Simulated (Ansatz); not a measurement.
Density of states of CaFe2As2 (I4/mmm, a = 3.931 Å, b = 3.931 Å, c = 10.190 Å, α = 90.00°, β = 90.00°, γ = 90.00°), in states per eV and primitive cell, averaged over bins of 0.3 eV. Method: DFT PBEsol, scalar-relativistic, plane waves, PAW in Ansatz 0.2.0.

Plane waves to 420 eV, a k mesh through Γ of 10×10×10 on the computed 5-atom cell and Gaussian smearing (0.10 eV); no spin polarisation.

The cell is relaxed at this level. The states (both spins) are summed by tetrahedra on a 15×15×15 mesh at the self-consistent density. Energies are bin centres; the table starts no lower than −8 eV and ends at 6 eV, or lower where the solved bands end.

It is a metal at this level.

```csv
E − E_F (eV),total,Fe 3d,As 4p,Fe 4s,As 4s,Ca 4s
-6.30,0.24,0.03,0.17,0.02,0.00,0.01
-6.00,3.24,0.39,2.17,0.40,0.07,0.13
-5.70,3.32,0.54,2.13,0.37,0.07,0.14
-5.40,2.13,0.37,1.36,0.23,0.05,0.07
-5.10,1.48,0.28,0.92,0.15,0.05,0.04
-4.80,2.07,0.47,1.30,0.11,0.06,0.08
-4.50,3.50,0.74,2.43,0.11,0.06,0.06
-4.20,2.17,0.67,1.29,0.11,0.04,0.02
-3.90,4.85,1.71,2.90,0.08,0.01,0.04
-3.60,4.51,1.64,2.63,0.06,0.02,0.03
-3.30,5.90,1.99,3.56,0.02,0.05,0.03
-3.00,2.01,0.97,0.88,0.00,0.06,0.01
-2.70,3.33,2.20,0.81,0.01,0.06,0.06
-2.40,3.06,2.46,0.37,0.00,0.01,0.06
-2.10,3.09,2.72,0.08,0.00,0.02,0.08
-1.80,3.50,3.12,0.10,0.00,0.02,0.04
-1.50,3.65,3.23,0.14,0.01,0.02,0.03
-1.20,5.31,4.67,0.17,0.07,0.02,0.03
-0.90,9.88,8.88,0.30,0.05,0.08,0.03
-0.60,6.05,5.47,0.19,0.05,0.07,0.02
-0.30,5.57,4.73,0.35,0.05,0.10,0.03
0.00,2.23,1.52,0.33,0.04,0.06,0.03
0.30,2.26,1.29,0.41,0.07,0.05,0.04
0.60,4.54,3.09,0.82,0.08,0.10,0.03
0.90,5.94,3.89,1.20,0.12,0.11,0.03
1.20,2.93,1.42,0.85,0.08,0.10,0.03
1.50,2.34,0.94,0.78,0.07,0.08,0.02
1.80,2.07,0.73,0.72,0.07,0.07,0.02
2.10,1.82,0.56,0.63,0.08,0.07,0.02
2.40,1.44,0.39,0.50,0.05,0.06,0.02
2.70,1.46,0.35,0.44,0.08,0.06,0.03
3.00,1.63,0.31,0.42,0.10,0.07,0.05
3.30,1.86,0.26,0.33,0.12,0.11,0.10
3.60,3.80,0.43,0.38,0.28,0.20,0.18
3.90,5.33,0.48,0.47,0.41,0.19,0.23
4.20,5.55,0.43,0.57,0.26,0.14,0.48
4.50,5.77,0.37,0.60,0.18,0.10,0.49
4.80,6.29,0.28,0.52,0.15,0.08,0.40
```

The columns after the total are the main Löwdin projections on the occupied valence shells of the potentials; 3 others are left out. The rest of the total lies in those, in shells that are empty in the free atom, which aren't projected, and between the atoms.

A ferromagnetic start lost its moments in a first run, so spin was left out; other magnetic orders weren't tried.

Whether CaFe2As2 exists in this form wasn't checked.